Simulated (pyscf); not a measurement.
HO–Ga(OH)–F (SMILES [OH][Ga]([OH])[F]) + H₂ (SMILES [H][H]) -> H₂O (SMILES O) + HO–GaH–F (SMILES [OH][GaH][F]), a four-centre exchange (singlet surface; Ga–O, H–H broken, H–O, Ga–H formed). Single points on ωB97X-D3(BJ)/def2-SVP structures (PySCF, gas phase). Energies in kcal/mol from the separated reactants.

Small-basis levels: PySCF, no dispersion term, spherical d functions. 

### Question
Quick B3LYP/6-31G*+LANL2DZ single points give ΔE‡ = 26.0 kcal/mol and ΔE = +17.1 kcal/mol. What does ωB97M-D3(BJ)/def2-TZVP give, and how far is the quick result from it?

### Answer
ωB97M-D3(BJ)/def2-TZVP gives ΔE‡ = 22.2 kcal/mol and ΔE = +4.8 kcal/mol. B3LYP/6-31G*+LANL2DZ lies 3.8 kcal/mol over it in the barrier and 12.3 kcal/mol over it in the reaction energy, so on this step it does not hold to within 3.0 kcal/mol. ωB97M-D3(BJ)/def2-TZVP has limits of its own. On the product side the descent ends in an adduct with a Ga–O contact, 18.2 kcal/mol under the separated species and 34.0 kcal/mol under the saddle at ωB97X-D3(BJ)/def2-TZVP. What is counted as broken (Ga–O) persists as a longer contact in the product adduct; parting that adduct is a step of its own. At the saddle there is also a short Ga–H contact that neither side keeps. One saddle was located; it need not be the lowest between these sides. In the def2 sets elements up to Kr have no core potential.
